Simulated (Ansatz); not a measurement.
Ideal-gas functions of AlCl4−, SMILES `[Cl][Al-]([Cl])([Cl])[Cl]` at 500 K and 1 bar, from an Ansatz frequency run at PBE0-D4/def2-TZVPD.

Molar mass 168.79 g/mol, point group Td (symmetry number 12), electronic degeneracy 1, moments of inertia 439.167, 439.169, 439.17 u Å². Harmonic wavenumbers (cm⁻¹, unscaled): 109, 109, 171, 171, 171, 340, 495, 495, 495.

Use S(trans) = R[1.5 ln M + 2.5 ln T − 1.1517]; rotational temperatures θ = 24.2544 K / I; S(rot) = R[ln(√π/σ · √(T³/θAθBθC)) + 1.5]; for each mode x = 1.438777 ν̃/T, S = R[x/(eˣ − 1) − ln(1 − e⁻ˣ)] and H = RT x/(eˣ − 1); 1 cm⁻¹ = 0.0119627 kJ/mol; R = 8.31446 J/(mol·K).

Q: By hand: the entropy, in J/(mol·K).

A: Translation 183.6. Rotation: θ = 0.0552, 0.0552, 0.0552 K, giving 110.2. Vibration, mode by mode: 17.99, 17.99, 14.29, 14.29, 14.29, 8.82, 6.04, 6.04, 6.04, in all 105.8. Electronic 0.0. Sum 399.6 J/(mol·K).

Q: By hand: H − E and G − E in kJ/mol, counted from the electronic energy.

A: Zero-point energy ½ × 2556 × 0.0119627 = 15.3; thermal vibration 24.8; translation, rotation and pV give 4 RT = 16.6. H − E = 56.7 kJ/mol, and G − E = 56.7 − 500 × 399.6/1000 = -143.1 kJ/mol.

Vibration gives 26 % of the entropy, 36.0 J/(mol·K) of it from the modes under 150 cm⁻¹: soft modes count most, and the harmonic formula is weakest for them.
